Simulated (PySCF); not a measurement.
Isomers of C3H5FOS, mass 108.005 u with the commonest isotopes. The calculation used PBE0-D3(BJ)/def2-SVP geometry optimisation, gas phase in PySCF. One conformer each, none proved a minimum here; rigid rotors.

Question: Order these by rotational constant B, largest first.
A. `[CH3:1][S@:2](=[O:3])/[CH:4]=[CH:5]/[F:6]` with C1–S2–C4–C5 116°
B. `[O:1]=[S@@:2]1[CH2:3][CH2:4][C@H:5]1[F:6]` with O1–S2–C3–C4 -131°, S2–C3–C4–C5 29°, C3–C4–C5–F6 -150°, O1–S2–C5–C4 132°
C. `[O:1]=[S@@:2]1[CH2:3][CH2:4][C@@H:5]1[F:6]` with O1–S2–C3–C4 -78°, S2–C3–C4–C5 -29°, C3–C4–C5–F6 147°, O1–S2–C5–C4 78°

Answer: C (3069 MHz), B (2728 MHz), A (1620 MHz).

Question: Order these by rotational constant A, smallest first.
A. `[CH3:1][S@:2](=[O:3])/[CH:4]=[CH:5]/[F:6]` with C1–S2–C4–C5 116°
B. `[O:1]=[S@@:2]1[CH2:3][CH2:4][C@H:5]1[F:6]` with O1–S2–C3–C4 -131°, S2–C3–C4–C5 29°, C3–C4–C5–F6 -150°, O1–S2–C5–C4 132°
C. `[O:1]=[S@@:2]1[CH2:3][CH2:4][C@@H:5]1[F:6]` with O1–S2–C3–C4 -78°, S2–C3–C4–C5 -29°, C3–C4–C5–F6 147°, O1–S2–C5–C4 78°

Answer: C (4111 MHz), B (4492 MHz), A (6204 MHz).

Question: Order these by dipole moment, largest first.
A. `[O:1]=[S@@:2]1[CH2:3][CH2:4][C@H:5]1[F:6]` with O1–S2–C3–C4 -131°, S2–C3–C4–C5 29°, C3–C4–C5–F6 -150°, O1–S2–C5–C4 132°
B. `[O:1]=[S@@:2]1[CH2:3][CH2:4][C@@H:5]1[F:6]` with O1–S2–C3–C4 -78°, S2–C3–C4–C5 -29°, C3–C4–C5–F6 147°, O1–S2–C5–C4 78°
C. `[CH3:1][S@:2](=[O:3])/[CH:4]=[CH:5]/[F:6]` with C1–S2–C4–C5 116°

Answer: B (4.49 D), A (4.00 D), C (3.22 D).

| SMILES | point group | Ia (u·Å²) | Ib (u·Å²) | Ic (u·Å²) | κ | μa (D) | μb (D) | μc (D) |
| --- | --- | --- | --- | --- | --- | --- | --- | --- |
| O=[S@@]1CC[C@@H]1F | C1 | 122.95 | 164.69 | 229.82 | -0.09 | 0.66 | 3.90 | 2.11 |
| O=[S@@]1CC[C@H]1F | C1 | 112.50 | 185.24 | 265.66 | -0.36 | 2.19 | 3.34 | 0.24 |
| C[S@](=O)/C=C/F | C1 | 81.46 | 312.05 | 352.95 | -0.92 | 0.57 | 3.14 | 0.49 |
